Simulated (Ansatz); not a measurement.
# PH₂⁺, singlet in cc-pVTZ: errors against full CI

Geometry: a PBE0/def2-TZVP stationary point for this spin, not checked as a minimum.

```yaml
atoms:
  - { symbol: P, position_ang: [0.0000, -0.0608, 0.0000] }
  - { symbol: H, position_ang: [0.0000, 0.9346, -1.0256] }
  - { symbol: H, position_ang: [0.0000, 0.9346, 1.0256] }
```

Basis cc-pVTZ; Ansatz 0.2.0. Correlated methods freeze the noble-gas cores, which leaves 6 electrons in 57 orbitals. Prefix R: restricted or restricted open-shell reference. Active spaces: valence = (6e, 6o) chosen from the atoms' valence shells.

Full CI is exact within this basis and frozen core; it isn't the basis-set limit.

* UHF ⟨S²⟩: 0.426
* T1 diagnostic (RCCSD): 0.0126
* largest doubles amplitude (RCCSD): 0.098

Q: From what is known of these methods and the diagnostics, rank them by the size of their error in total energy against full CI in cc-pVTZ, smallest first (an estimate: the text doesn't fix the numbers).
A. RCCSDT(Q)
B. RCCSD(T)
C. NEVPT2 (valence space)
D. CASSCF (valence space)
E. CISD

A: A (0.02 kcal/mol), B (0.61 kcal/mol), E (7.27 kcal/mol), C (17.71 kcal/mol), D (61.77 kcal/mol).

All errors are against full CI in cc-pVTZ. Within each family the higher level lies nearer, as is usual though not guaranteed.

The full-CI state has the irrep A1 of C2v, in the program's axes.

Natural occupations of full CI about the gap: 1.958 1.940 1.894 0.066 0.041 0.024 0.017 0.011 0.011 0.008; effectively unpaired electrons, Σ n²(2−n)², 0.09.
